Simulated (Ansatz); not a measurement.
A displaced shape of singlet SH(-):

```tsv
atom	x (Å)	y (Å)	z (Å)
S	0.0422	-0.0254	-0.0716
H	0.0116	-0.0349	1.3139
```

It was optimised with HF/def2-SVP in Ansatz (development build ahead of 0.2.0) to forces under 0.001 eV/Å, with restricted orbitals. Each step stands on the lowest determinant of that kind that the program's search found.

Problem. What shape does it relax to, and how does the optimisation go?

Solution.

```xyz
2

S     0.0418   -0.0256   -0.0535
H     0.0120   -0.0347    1.2959
```

Bond lengths: S1–H2 1.350 Å.

```tsv
step	E − E(start) (eV)	largest force (eV/Å)
1	0.0000	0.8585
2	-0.0140	0.3185
3	-0.0160	0.0174
4	-0.0160	0.0002
```

The optimisation ended after 4 steps with its threshold met. Caution: no diffuse functions for an anion.
